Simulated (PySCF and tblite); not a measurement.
Values are calculated unless marked as measured or tabulated.
2 E/Z isomers of C₅H₉F, numbered alike:

```
isomer                                       SMILES  descriptors (one enantiomer)
     A  [CH3:1]/[CH:2]=[CH:3]/[C@H:4]([CH3:5])[F:6]                     4S, 2=3 E
     B  [CH3:1]/[CH:2]=[CH:3]\[C@H:4]([CH3:5])[F:6]                     4S, 2=3 Z
```

Each isomer is a Boltzmann average at 298.15 K over at most 5 conformers: GFN2-xTB geometries, energies r2SCAN/def2-TZVP (IEF-PCM, dimethylsulfoxide) (D3(BJ) added where defined), GIAO shieldings CAM-B3LYP/pcSseg-1 (IEF-PCM, dimethylsulfoxide), GFN2-xTB thermal terms. Programs: PySCF with density fitting and tblite.

**Question.** What shifts does each isomer give (ppm)?

**Answer.** 
A: ¹H (against TMS): 6.11 (H2, 1H), 5.98 (H3, 1H), 5.33 (H4, 1H), 1.92 (H1, 3H), 1.46 (H5, 3H). ¹³C (against TMS): 143.0 (C3), 140.8 (C2), 97.3 (C4), 26.0 (C5), 21.7 (C1).

B: ¹H (against TMS): 5.99 (H3, 1H), 5.90 (H2, 1H), 5.86 (H4, 1H), 1.78 (H1, 3H), 1.45 (H5, 3H). ¹³C (against TMS): 143.7 (C3), 138.6 (C2), 94.1 (C4), 25.8 (C5), 16.9 (C1).

**Question.** Which carbons tell the isomers apart best?

**Answer.** C1: 21.7 in A, 16.9 in B; C4: 97.3 in A, 94.1 in B; C2: 140.8 in A, 138.6 in B ppm.

Shifts are unscaled: against experiment ¹³C can be off by 15 ppm or more and ¹H by 0.8 ppm. The minima are those of GFN2-xTB; planar forms about aryl–S or allylic bonds may be saddles in DFT.
